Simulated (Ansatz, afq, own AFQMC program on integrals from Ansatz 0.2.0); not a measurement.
Integrals from Ansatz 0.2.0, then the random walk in our own AFQMC program (afq).

```yaml
crystal:
  periodic: [false, false, false]
  atoms:
    - {symbol: F, position_ang: [0.000000, 0.404845, 1.189431]}
    - {symbol: N, position_ang: [0.000000, 0.319204, -1.281601]}
    - {symbol: Si, position_ang: [0.000000, -0.433050, -0.165433]}
basis:
  gaussian: {orbitals: cc-pVDZ}
magnetization: {spin_polarized: true, initial_magnetization: 2}
correlation: {method: ccsd_t, electrons: outside_noble_gas, hamiltonian_folder: ham}
```

```sh
$ ansatz run in.yaml --threads 1 --pin off --events-out ev --progress --plain --max-ram 1382MiB
```

afq runs on the folder ham with

```
--method phaseless --trial cisd --walkers 60 --populations 1 --least-time 40 --time-step 0.005 --steps-per-block 50 --equilibration-blocks 28 --max-blocks 300 --target-error 0.00048 --factor-cut 1e-05 --start spin_pure --seed 1376 --release-times 0.24,0.51,0.99,1.62,2.4 --release-step 0.03 --release-every 4 --taylor-order 6
```

Times are imaginary, in 1/Eh. The walk had a cap of 2050 s.

afq prints:

```
orbitals 39  electrons 9 7  factors 296 of 450
reference energy -442.63016437 Eh
CCSD correlation -0.39789268 Eh in 18 cycles, weight of the determinant in the CISD state 0.8634
energy of the start -443.027057 Eh
 block  time / (1/Eh)  mean weight  energy / Eh
     1     0.250  0.9971  -443.022580
     2     0.500  1.0023  -443.026085
     3     0.750  1.0010  -443.028846
     4     1.000  0.9990  -443.030102
     5     1.250  1.0007  -443.027382
     9     2.250  1.0044  -443.041509
    33     8.250  0.9994  -443.041720
    65    16.250  1.0030  -443.048791
    73    18.250  0.9961  -443.056976
    97    24.250  0.9990  -443.056268
   105    26.250  1.0011  -443.024943
   129    32.250  0.9990  -443.036674
   161    40.250  0.9970  -443.054985
   193    48.250  1.0018  -443.030736
   225    56.250  0.9977  -443.026540
   257    64.250  0.9990  -443.033815
   289    72.250  1.0037  -443.042582
   321    80.250  1.0016  -443.035141
blocks merged  error / Eh  count
     1  0.000507  300
     2  0.000620  150
     4  0.000742  75
     8  0.000885  37
    16  0.001094  18
    32  0.001245  9
released: time / (1/Eh)  energy / Eh  error  mean overlap
  0.24  -443.039820  0.000820  0.9975
  0.51  -443.040358  0.000976  1.0009
  0.99  -443.040569  0.000952  1.0116
  1.62  -443.043334  0.001203  0.9962
  2.40  -443.040386  0.002916  1.0251
energy -443.038404 +/- 0.001094 Eh
(rows thinned)
```

The run passed its tests (sampling time, drift between the halves within three errors, error under three times the target), which doesn't prove that it has relaxed. The second half of the sampling lies above the first by 1.6 errors of their difference, so the energy may still be moving and its error bar be too small.

Against this walk (error 29.8 meV) on the same determinant: CCSD(T) 11.2 meV lower (within the noise). The error is statistical and leaves out the bias of the constraint. None of these is a sure reference here. The released energies are still falling (meV from the phaseless value at times in 1/Eh: -39 ± 22 at 0.24, -53 ± 27 at 0.51, -59 ± 26 at 0.99, -134 ± 33 at 1.62, -54 ± 79 at 2.40), so they give no level; they do show a bias of the constraint, and the last of them that isn't too noisy lies 123 meV below CCSD(T).

Cautions: constraint bias not in the error; error above the target (29.8 against 13.1 meV); lower spins were not checked.

The walk took 8.3 min on 1 thread of AMD EPYC 9R45 96-Core Processor (Zen 5), on a shared host. The log's last line is the phaseless energy.

A walk keeps the symmetry of its determinant, which the program's search chose and which needn't be the lowest solution, so a lower state of the same spin and another symmetry isn't excluded.
